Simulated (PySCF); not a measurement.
## C2H8N2: core ionisation energies

1,2-dimethylhydrazine, C2H8N2.
SMILES with atom numbers: `[CH3:1][NH:2][NH:3][CH3:4]`

Geometry (PBE0-D3(BJ)/def2-SVP, Å), atoms numbered from 1 in this order:
```
atom  x, y, z in Å
C1     1.7775    0.0198   -0.3643
N2     0.4200   -0.4556   -0.3339
N3    -0.4052    0.3479    0.4496
C4    -1.7917    0.2298    0.0834
H5     1.8007    1.0289   -0.8016
H6     2.3817   -0.6482   -0.9984
H7     2.2690    0.0779    0.6321
H8     0.3876   -1.4388   -0.0485
H9    -0.2793    0.1740    1.4508
H10   -1.9212    0.5497   -0.9612
H11   -2.3946    0.8892    0.7269
H12   -2.2055   -0.7993    0.1685
```

Method used: delta-SCF UKS SCAN, pcX-2 on the ionised atom, pcseg-1 elsewhere, spin-free X2C in PySCF 2.14.0. Each binding energy is the total energy of the core-ionised species, with the hole localised on one atom, minus that of the ground state; both are solved self-consistently, so orbital relaxation is included.

Task: List the computed XPS lines with their assignment.

Result: 
| atom(s) | bonded to | level | binding energy (eV) | count |
| --- | --- | --- | --- | --- |
| C1/C4 | N and 3 H | C 1s | 291.32 | 2 |
| N2/N3 | N, C and H | N 1s | 405.46 | 2 |

Task: Which effective nuclear charge Zeff reproduces each element's mean 1s value in the hydrogen-like formula E = 13.606 eV × Zeff²?

Result: C (Z = 6): mean 291.3 eV, Zeff = 4.63, Z − Zeff = 1.37; N (Z = 7): mean 405.5 eV, Zeff = 5.46, Z − Zeff = 1.54. Means run over the listed sites, weighted by atom count.

Task: Which photon energy gives electrons from N 1s of N2 (atom 2)/N3 a kinetic energy of 50 eV, and what is their de Broglie wavelength?

Result: hν = 405.46 + 50 = 455.46 eV, recoil neglected; λ = 12.264 Å/√(E/eV) = 1.73 Å.

The first atom of each set that the bonding makes equivalent was ionised and stands for the set. One conformer (not necessarily the lowest) at the PBE0-D3(BJ)/def2-SVP geometry, without solvent, vibrations or thermal averaging.
